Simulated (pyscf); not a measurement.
Single points on ωB97X-D3(BJ)/def2-SVP structures (PySCF, gas phase).

Task: Estimate the classical barrier height and the reaction energy of H₃C–CH₃ (SMILES CC) + HO–SiH₂–O–Si(OH)(OH)–OH (SMILES O[SiH2]O[Si](O)(O)O) -> H₃C–CH₂–O–Si(OH)(OH)–OH (SMILES CCO[Si](O)(O)O) + HO–SiH₃ (SMILES O[SiH3]) at ωB97M-D3(BJ)/def2-TZVP. The step runs on the singlet surface, breaks C–H, O–Si and forms C–O, H–Si; take the separated reactants as zero.

Result: ΔE‡ = 4.74 eV, ΔE = +2.24 eV. Zero-point energy shifts the barrier by -0.08 eV. It is a four-centre exchange, with an imaginary mode of 917i cm⁻¹. On the product side the descent ends in a complex (not fully relaxed), 0.21 eV under the separated species and 2.75 eV under the saddle at ωB97X-D3(BJ)/def2-TZVP. The same reactants have a lower exit, to CH₃• + CH₃• + HO–SiH₂–O–Si(OH)(OH)–OH (no saddle counted: cutting one bond costs +4.25 eV at ωB97M-D3(BJ)/def2-TZVP, against +4.74 eV here). This is the saddle that the search found; another between the same sides may lie lower.
